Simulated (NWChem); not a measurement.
System: C$_{2}$H$_{6}$O cation, doublet; SMILES of the neutral closed-shell parent CCO

Excerpt of the output:

```
             Northwest Computational Chemistry Package (NWChem) 7.3.0
             --------------------------------------------------------

                             Geometry "geometry" -> ""
                             -------------------------

 Output coordinates in angstroms (scale by  1.889725989 to convert to a.u.)

  No.       Tag          Charge          X              Y              Z
 ---- ---------------- ---------- -------------- -------------- --------------
    1 C                    6.0000     0.25475300    -1.22288500    -0.00077400
    2 C                    6.0000    -0.46454700     0.07346800    -0.00117900
    3 O                    8.0000     0.19707800     1.23821500     0.00163100
    4 H                    1.0000    -0.46667200    -2.05150500    -0.00441900
    5 H                    1.0000     0.89121700    -1.32797600     0.89618600
    6 H                    1.0000     0.89790800    -1.32578900    -0.89313700
    7 H                    1.0000    -1.28140800     0.19751600    -0.79716900
    8 H                    1.0000    -1.28756600     0.19602500     0.78789800
    9 H                    1.0000     1.17533000     1.14241300     0.00059900

 Effective nuclear repulsion energy (a.u.)      82.6447582533

                              NWChem Property Module
                              ----------------------

  itol2e modified to match energy
  convergence criterion.

                                 NWChem DFT Module
                                 -----------------

 Summary of "ao basis" -> "ao basis" (spherical)
 ------------------------------------------------------------------------------
       Tag                 Description            Shells   Functions and Types
 ---------------- ------------------------------  ------  ---------------------
 C                         def2-tzvp                11       31   5s3p2d1f
 O                         def2-tzvp                11       31   5s3p2d1f
 H                         def2-tzvp                 4        6   3s1p

  itol2e modified to match energy
  convergence criterion.

            General Information
            -------------------
          SCF calculation type: DFT
          Wavefunction type:  spin polarized.
          No. of atoms     :     9
          No. of electrons :    25
           Alpha electrons :    13
            Beta electrons :    12
          Charge           :     1
          Spin multiplicity:     2
          Use of symmetry is: off; symmetry adaption is: off
          Maximum number of iterations: 150
          AO basis - number of functions:   129
                     number of shells:    57
          Convergence on energy requested:  1.00D-07
          Convergence on density requested:  1.00D-05
          Convergence on gradient requested:  5.00D-04

              XC Information
              --------------
                        BHLYP Method XC Functional
                     Hartree-Fock (Exact) Exchange  0.500
                        Slater Exchange Functional  0.500 local
                    Becke 1988 Exchange Functional  0.500 non-local
              Lee-Yang-Parr Correlation Functional  1.000

             Grid Information
             ----------------
          Grid used for XC integration:  fine
          Radial quadrature: Mura-Knowles
          Angular quadrature: Lebedev.
          Tag              B.-S. Rad. Rad. Pts. Rad. Cut. Ang. Pts.
          ---              ---------- --------- --------- ---------
          C                   0.70       70           9.0       590
          O                   0.60       70          10.0       590
          H                   0.35       60          11.0       590
          Grid pruning is: on
          Number of quadrature shells:   570
          Spatial weights used:  Erf1

      Superposition of Atomic Density Guess
      -------------------------------------

 Sum of atomic energies:        -153.12581886

 Renormalizing density from      26.00 to     25

      Non-variational initial energy
      ------------------------------

 Total energy =    -150.686889
 1-e energy   =    -355.897438
 2-e energy   =     122.565790
 HOMO         =      -0.646197
 LUMO         =      -0.194091

   convergence    iter        energy       DeltaE   RMS-Dens  Diis-err
 ---------------- ----- ----------------- --------- --------- ---------
 d= 0,ls=0.0,diis     1   -154.4661807432 -2.37D+02  3.77D-03  3.93D-01
                                                     4.03D-03  3.88D-01
 d= 0,ls=0.0,diis     2   -154.4200588198  4.61D-02  2.36D-03  6.32D-01
                                                     2.19D-03  5.10D-01
 d= 0,ls=0.0,diis     3   -154.6239836239 -2.04D-01  3.10D-04  7.22D-03
                                                     5.49D-04  1.22D-02
 d= 0,ls=0.0,diis     4   -154.6289883407 -5.00D-03  2.10D-04  3.92D-03
                                                     1.93D-04  2.25D-03
 d= 0,ls=0.0,diis     5   -154.6307355817 -1.75D-03  1.35D-04  5.62D-04
                                                     1.84D-04  2.40D-04
  Resetting Diis
 d= 0,ls=0.0,diis     6   -154.6313162315 -5.81D-04  9.41D-05  1.66D-04
                                                     1.24D-04  6.80D-05
 d= 0,ls=0.0,diis     7   -154.6315040016 -1.88D-04  2.84D-05  2.29D-05
                                                     2.25D-05  1.19D-05
 d= 0,ls=0.0,diis     8   -154.6315198719 -1.59D-05  6.15D-06  4.84D-06
                                                     1.83D-05  1.29D-05
 d= 0,ls=0.0,diis     9   -154.6315276701 -7.80D-06  2.19D-05  8.06D-06
                                                     2.61D-05  3.97D-06
 d= 0,ls=0.0,diis    10   -154.6315364218 -8.75D-06  8.95D-06  7.31D-07
                                                     1.11D-05  4.05D-07
 d= 0,ls=0.0,diis    11   -154.6315374514 -1.03D-06  1.63D-06  2.83D-08
                                                     2.30D-06  1.56D-08
 d= 0,ls=0.0,diis    12   -154.6315374925 -4.11D-08  1.41D-07  7.01D-10
                                                     2.38D-07  8.72D-10

         Total DFT energy =     -154.631537492482
      One electron energy =     -365.909456002068
           Coulomb energy =      149.887659765240
    Exchange-Corr. energy =      -21.254499508969
 Nuclear repulsion energy =       82.644758253316

 Numeric. integr. density =       25.000002225630

[...]

          ----------------------
          Hyperfine Interactions
          ----------------------

 Total Spin Density (Fermi Contact Term)
 ------------------ --------------------
     Atom            x         y         z       Density (a.u.)      Aiso(MHz)     Aiso(Gauss)
     1  13-C      0.48141  -2.31092  -0.00146      -0.009018        -10.137876      -3.617440
     2  13-C     -0.87787   0.13883  -0.00223      -0.051494        -57.889144     -20.656251
     3  17-O      0.37242   2.33989   0.00308       0.107948        -65.437825     -23.349804
     4   1-H     -0.88188  -3.87678  -0.00835      -0.000643         -2.871980      -1.024792
     5   1-H      1.68416  -2.50951   1.69355       0.008995         40.205264      14.346214
     6   1-H      1.69680  -2.50538  -1.68778       0.008896         39.765690      14.189363
     7   1-H     -2.42151   0.37325  -1.50643       0.097778        437.054422     155.951622
     8   1-H     -2.43315   0.37043   1.48891       0.096729        432.368466     154.279560
     9   1-H      2.22105   2.15885   0.00113      -0.011377        -50.852235     -18.145311

           -------------------------------------------
           Anisotropic Interaction (Spin-Dipolar Term)
           -------------------------------------------

 ------------------------------------------------------------
     Atom            x         y         z
 ------------------------------------------------------------
     1  13-C      0.48141  -2.31092  -0.00146

   Spin-Dipolar term (a.u.)
        xx             yy             zz             xy             xz             yz
 ------------------------------------------------------------------------------------------
      -0.010545       0.000956       0.009589      -0.006795       0.000096      -0.000298

   Principal Comp. of -hf- tensor (au)            Anisotropic -hfcc- (MHz)               Anisotropic -hfcc- (Gauss)
 --------------------------------------------------------------------------------------------------------------------------
     -0.013696     0.004090     0.009606      -1.837914     0.548820     1.289094      -0.655812     0.195832     0.459980

   Orientation of the principal axis of Hyperfine Tensor w.r.t absolute (molecular) frame
 --------------------------------------------------------------------------------------------------------------------------
      0.907174    -0.420168     0.022254
      0.420753     0.905693    -0.051832
      0.001623     0.056384     0.998408

 ------------------------------------------------------------
     Atom            x         y         z
 ------------------------------------------------------------
     2  13-C     -0.87787   0.13883  -0.00223

   Spin-Dipolar term (a.u.)
        xx             yy             zz             xy             xz             yz
 ------------------------------------------------------------------------------------------
      -0.162481      -0.115159       0.277640       0.017407      -0.000623      -0.000856

   Principal Comp. of -hf- tensor (au)            Anisotropic -hfcc- (MHz)               Anisotropic -hfcc- (Gauss)
 --------------------------------------------------------------------------------------------------------------------------
     -0.168194    -0.109448     0.277643     -22.570078   -14.686896    37.256975      -8.053552    -5.240641    13.294193

   Orientation of the principal axis of Hyperfine Tensor w.r.t absolute (molecular) frame
 --------------------------------------------------------------------------------------------------------------------------
      0.950133     0.311842    -0.001503
     -0.311845     0.950130    -0.002245
      0.000728     0.002602     0.999996

 ------------------------------------------------------------
     Atom            x         y         z
 ------------------------------------------------------------
     3  17-O      0.37242   2.33989   0.00308

   Spin-Dipolar term (a.u.)
        xx             yy             zz             xy             xz             yz
 ------------------------------------------------------------------------------------------
      -1.263782      -1.297666       2.561448       0.018637       0.002256      -0.007100

   Principal Comp. of -hf- tensor (au)            Anisotropic -hfcc- (MHz)               Anisotropic -hfcc- (Gauss)
 --------------------------------------------------------------------------------------------------------------------------
     -1.255538    -1.305925     2.561462      90.849825    94.495795  -185.345620      32.417422    33.718392   -66.135814

   Orientation of the principal axis of Hyperfine Tensor w.r.t absolute (molecular) frame
 --------------------------------------------------------------------------------------------------------------------------
      0.914521    -0.404538     0.000581
      0.404539     0.914519    -0.001837
      0.000212     0.001915     0.999998

 ------------------------------------------------------------
     Atom            x         y         z
 ------------------------------------------------------------
     4   1-H     -0.88188  -3.87678  -0.00835

   Spin-Dipolar term (a.u.)
        xx             yy             zz             xy             xz             yz
 ------------------------------------------------------------------------------------------
      -0.004881       0.009899      -0.005018      -0.001456       0.000016       0.000001

   Principal Comp. of -hf- tensor (au)            Anisotropic -hfcc- (MHz)               Anisotropic -hfcc- (Gauss)
 --------------------------------------------------------------------------------------------------------------------------
     -0.005037     0.010041    -0.005004      -2.687529     5.357602    -2.670073      -0.958976     1.911722    -0.952747

   Orientation of the principal axis of Hyperfine Tensor w.r.t absolute (molecular) frame
 --------------------------------------------------------------------------------------------------------------------------
      0.763278    -0.097138     0.638726
      0.074460     0.995271     0.062381
     -0.641764    -0.000054     0.766902

 ------------------------------------------------------------
     Atom            x         y         z
 ------------------------------------------------------------
     5   1-H      1.68416  -2.50951   1.69355

   Spin-Dipolar term (a.u.)
        xx             yy             zz             xy             xz             yz
 ------------------------------------------------------------------------------------------
       0.000150       0.003988      -0.004138      -0.006060       0.004484      -0.004122

   Principal Comp. of -hf- tensor (au)            Anisotropic -hfcc- (MHz)               Anisotropic -hfcc- (Gauss)
 --------------------------------------------------------------------------------------------------------------------------
     -0.003851     0.010827    -0.006976      -2.054558     5.776657    -3.722099      -0.733116     2.061251    -1.328135

   Orientation of the principal axis of Hyperfine Tensor w.r.t absolute (molecular) frame
 --------------------------------------------------------------------------------------------------------------------------
      0.647793    -0.571495    -0.503743
      0.680703     0.731120     0.045902
      0.342064    -0.372634     0.862633

 ------------------------------------------------------------
     Atom            x         y         z
 ------------------------------------------------------------
     6   1-H      1.69680  -2.50538  -1.68778

   Spin-Dipolar term (a.u.)
        xx             yy             zz             xy             xz             yz
 ------------------------------------------------------------------------------------------
       0.000250       0.003968      -0.004218      -0.006127      -0.004453       0.004130

   Principal Comp. of -hf- tensor (au)            Anisotropic -hfcc- (MHz)               Anisotropic -hfcc- (Gauss)
 --------------------------------------------------------------------------------------------------------------------------
     -0.003903     0.010885    -0.006982      -2.082198     5.807638    -3.725440      -0.742979     2.072306    -1.329327

   Orientation of the principal axis of Hyperfine Tensor w.r.t absolute (molecular) frame
 --------------------------------------------------------------------------------------------------------------------------
      0.655005    -0.575161     0.490060
      0.681337     0.729981    -0.053916
     -0.326724     0.369211     0.870020

 ------------------------------------------------------------
     Atom            x         y         z
 ------------------------------------------------------------
     7   1-H     -2.42151   0.37325  -1.50643

   Spin-Dipolar term (a.u.)
        xx             yy             zz             xy             xz             yz
 ------------------------------------------------------------------------------------------
       0.036165      -0.018595      -0.017570      -0.008487       0.031868      -0.001140

   Principal Comp. of -hf- tensor (au)            Anisotropic -hfcc- (MHz)               Anisotropic -hfcc- (Gauss)
 --------------------------------------------------------------------------------------------------------------------------
      0.051929    -0.019064    -0.032865      27.707023   -10.171723   -17.535300       9.886538    -3.629518    -6.257020

[...]
```

Level: BHandHLYP/def2-TZVP, spin-unrestricted, contact and dipolar terms. Coordinates come from a PBE0/def2-SVP, spin-unrestricted optimisation. This spin state was assumed; another may lie lower. No stability test was run on the SCF state.

Question: Reconstruct the input file.

Answer: One answer among several that fit: the input that was run:
```
start job
memory heap 200 mb stack 900 mb global 1100 mb
charge 1
geometry units angstroms noautosym nocenter noautoz
  C      0.254753    -1.222885    -0.000774
  C     -0.464547     0.073468    -0.001179
  O      0.197078     1.238215     0.001631
  H     -0.466672    -2.051505    -0.004419
  H      0.891217    -1.327976     0.896186
  H      0.897908    -1.325789    -0.893137
  H     -1.281408     0.197516    -0.797169
  H     -1.287566     0.196025     0.787898
  H      1.175330     1.142413     0.000599
end
basis spherical
  C library def2-tzvp
  O library def2-tzvp
  H library def2-tzvp
end
dft
  odft
  mult 2
  xc bhlyp
  iterations 150
end
property
  hyperfine
end
task dft property
```
